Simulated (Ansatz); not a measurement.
# CH2N+ (SMILES [CH+]=N): functionals against CCSD(T) at one geometry

The atoms stand at a structure displaced at random from a GFN2-xTB minimum. How far do the functionals agree with CCSD(T) there?

Program: Ansatz 0.2.0, Gaussian basis. Level of theory: single points in def2-TZVPP. These are calculated values, not measurements.

Cores are frozen in the correlated methods.

## 1. Where the work starts

SMILES `[CH+]=N`, 4 atoms, charge 1, spin multiplicity 1.

Atoms are counted from 1 here; the program's logs count them from 0.

Bond lengths: C1–N2 1.147 Å, C1–H3 1.082 Å, N2–H4 1.025 Å. Angles: N2–C1–H3 176.8°, C1–N2–H4 177.6°.

Coordinates:

```xyz
4
charge 1, multiplicity 1
C     0.2520   -0.4085    0.2782
N    -0.2651    0.4425   -0.2904
H     0.7264   -1.2480    0.7683
H    -0.7284    1.2253   -0.7629
```

## 2. CCSD(T)/def2-TZVPP

run/in.yaml reads:

```yaml
crystal:
  periodic: [false, false, false]
  atoms:
    - {symbol: C, position_ang: [0.252000, -0.408500, 0.278200]}
    - {symbol: N, position_ang: [-0.265100, 0.442500, -0.290400]}
    - {symbol: H, position_ang: [0.726400, -1.248000, 0.768300]}
    - {symbol: H, position_ang: [-0.728400, 1.225300, -0.762900]}
basis:
  gaussian: {orbitals: def2-TZVPP}
total_charge: 1
correlation: {method: ccsd_t}
output: {forces: true}
```

The command line of these runs was not kept.

## 3. PBE0-D4/def2-TZVPP

run/in.yaml: that of step 2 with these lines changed.

```diff
@@ -10,3 +10,3 @@
 total_charge: 1
-correlation: {method: ccsd_t}
-output: {forces: true}
+hamiltonian: {xc: pbe0, dispersion: d4}
+output: {forces: true, orbitals: {seedname: orbitals}}
```

## 4. wB97M-V/def2-TZVPP

run/in.yaml: that of step 3 with these lines changed.

```diff
@@ -10,3 +10,3 @@
 total_charge: 1
-hamiltonian: {xc: pbe0, dispersion: d4}
-output: {forces: true, orbitals: {seedname: orbitals}}
+hamiltonian: {xc: {name: wB97M-V}}
+output: {forces: true}
```

## 5. r2SCAN-D4/def2-TZVPP

run/in.yaml: that of step 4 with these lines changed.

```diff
@@ -10,3 +10,3 @@
 total_charge: 1
-hamiltonian: {xc: {name: wB97M-V}}
+hamiltonian: {xc: r2scan, dispersion: d4}
 output: {forces: true}
```

## 6. PBE-D4/def2-TZVPP

run/in.yaml: that of step 5 with these lines changed.

```diff
@@ -10,3 +10,3 @@
 total_charge: 1
-hamiltonian: {xc: r2scan, dispersion: d4}
+hamiltonian: {xc: pbe, dispersion: d4}
 output: {forces: true}
```

## 7. r2SCAN0-D4/def2-TZVPP

run/in.yaml: that of step 6 with these lines changed.

```diff
@@ -10,3 +10,3 @@
 total_charge: 1
-hamiltonian: {xc: pbe, dispersion: d4}
+hamiltonian: {xc: {name: r2SCAN0}, dispersion: d4}
 output: {forces: true}
```

## 8. revPBE-D4/def2-TZVPP

run/in.yaml: that of step 7 with these lines changed.

```diff
@@ -10,3 +10,3 @@
 total_charge: 1
-hamiltonian: {xc: {name: r2SCAN0}, dispersion: d4}
+hamiltonian: {xc: {name: revPBE}, dispersion: d4}
 output: {forces: true}
```

(Steps that only read results are left out.)

**Question.** What will these runs give? Wanted: energy less free atoms, CCSD(T)/def2-TZVPP; RMS force component; RMS force error; HOMO and LUMO, PBE0-D4; T1 diagnostic.

**Answer**, as computed:

| quantity | value |
| --- | --- |
| energy less free atoms, CCSD(T)/def2-TZVPP | -7.137 eV |
| RMS force component | 0.290 to 1.158 eV/Å over the methods |
| RMS force error | PBE0-D4 0.660, wB97M-V 0.654, r2SCAN-D4 0.493, PBE-D4 0.188, r2SCAN0-D4 0.885, revPBE-D4 0.118 eV/Å |
| HOMO and LUMO, PBE0-D4 | -19.51 and -8.27 eV |
| T1 diagnostic | 0.015 |

In words: Against CCSD(T) the functionals' energies less atoms differ by -1.043 to +0.225 eV, PBE-D4 by -1.043 eV. CCSD(T) in triple zeta still lacks some correlation energy of the bonds, so part of these gaps is its own basis error and they don't rank the functionals. The forces of revPBE-D4 come nearest to CCSD(T), those of r2SCAN0-D4 are farthest. Frozen-core CCSD(T) forces in triple zeta carry basis errors of their own, and this is one geometry, so small gaps rank nothing.
